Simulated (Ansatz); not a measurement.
# LiH₂− (singlet): the correlation ladder at angle H2–Li1–H3 = 89.3°, aug-cc-pVTZ

How much of the correlation energy of LiH₂− (singlet) does each wave-function method recover here?

Program: Ansatz 0.2.0, Gaussian basis. Level of theory: aug-cc-pVTZ, core rule «outside noble gas», up to 1 orbitals frozen. These are calculated values, not measurements.

Plan: UHF; CCSD(T) on RHF; BCCD(T) on RHF; CCSDT(Q) on RHF; Full CI.

19 further runs of the same task are left out: 7 for a known fault of the program, 8 that didn't finish, 4 set aside as unsound or not needed. Runs told in other sessions of the task aren't counted.

## 1. The geometry

The geometry derives from a PBE0/def2-TZVPD stationary point (not a proven minimum). One angle is set to the value named; bond lengths are kept.

3 atoms, charge -1, spin multiplicity 1.

Atoms are counted from 1 here; the program's logs count them from 0.

Bond lengths: Li1–H2 1.733 Å, Li1–H3 1.733 Å. Angles: H2–Li1–H3 89.3°.

## 2. UHF

Contents of in.yaml:

```yaml
crystal:
  periodic: [false, false, false]
  atoms:
    - {symbol: Li, position_ang: [-0.277433, 0.000000, 0.000000]}
    - {symbol: H, position_ang: [0.955247, 0.000000, -1.217711]}
    - {symbol: H, position_ang: [0.955247, 0.000000, 1.217711]}
basis:
  gaussian: {orbitals: aug-cc-pVTZ}
total_charge: -1
magnetization: {spin_polarized: true, initial_magnetization: 0}
hamiltonian: {xc: hf}
output: {orbitals: {seedname: orbitals}}
```

Started as:

```bash
$ ansatz run in.yaml --threads 1 --pin off --events-out ev --progress --plain --max-ram 2393MiB
```

After this run come: CCSD(T) on RHF; BCCD(T) on RHF; CCSDT(Q) on RHF; Full CI.

Q: Predict the results of all the runs planned. Wanted: FCI from the RHF energy; RMP2 from FCI; RCCSD from FCI; RCCSD(T) from FCI; RCCSDT(Q) from FCI; T1 diagnostic; effectively unpaired electrons.

The runs gave:

| quantity | value |
| --- | --- |
| FCI from the RHF energy | -2.1614 eV |
| RMP2 from FCI | +48.9 kJ/mol |
| RCCSD from FCI | +2.7 kJ/mol |
| RCCSD(T) from FCI | +0.7 kJ/mol |
| RCCSDT(Q) from FCI | 0.0 kJ/mol |
| levels within 1 kcal/mol (43 meV) | RCCSD, RCCSD(T), BCCD(T), RCCSDT, RCCSDT(Q) |
| T1 diagnostic | 0.019 |
| effectively unpaired electrons | 0.06 |

What this shows: RCCSD(T) lands +0.7 kJ/mol from the yardstick (0.3 % of the correlation energy). One determinant dominates. These misses are within one basis, not against nature.
